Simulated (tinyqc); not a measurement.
Pariser-Parr-Pople SCF with singles CI, for the molecule Nc1cnc[nH]1 (SMILES; centres numbered as the heavy atoms are written), step by step. One step of it, computed by the program tinyqc.

Task: Singles CI, triplets. Over the 4 single excitations with the smallest orbital gaps: A = (e_a - e_i) delta - (ij|ab), with (pq|rs) = sum c_mp c_mq gamma_mn c_nr c_ns.

orbital energies (eV): -14.636014  -11.553037  -10.849499  -8.186618  0.036153  1.258333

coefficients:
```
         MO1        MO2        MO3        MO4        MO5        MO6
1N  0.247537   0.650670  -0.278247   0.606907  -0.193185   0.179655
2C  0.476496   0.408559  -0.098936  -0.388357   0.455093  -0.488173
3C  0.296783  -0.052377  -0.458820  -0.494933  -0.066853   0.670248
4N  0.328780  -0.483053  -0.522211   0.158871  -0.383891  -0.461787
5C  0.377915  -0.414722   0.068723   0.453771   0.643254   0.246536
6N  0.610476  -0.040377   0.651804  -0.068822  -0.435836   0.078430
```

repulsion gamma_rs (eV), lower triangle:
```
           1N         2C         3C         4N         5C         6N
1N  16.800000
2C   5.923040  11.130000
3C   4.083612   5.344818  11.130000
4N   3.122249   4.121190   5.477600  12.300000
5C   3.094432   4.046371   4.045936   5.476893  11.130000
6N   4.295580   5.922155   4.367335   4.423940   5.923867  16.800000
```

Give: triplet CI matrix; triplet excitation energies.

Result:

triplet CI matrix (eV), lower triangle:
```
        4>5     4>6      3>5     2>5
4>5  2.8295
4>6  0.4734  3.6685
3>5  0.0717  0.0201   4.5921
2>5  0.9222  0.5795  -0.1436  6.0233
```

triplet excitation energies (eV): 2.4888  3.5828  4.5954  6.4465
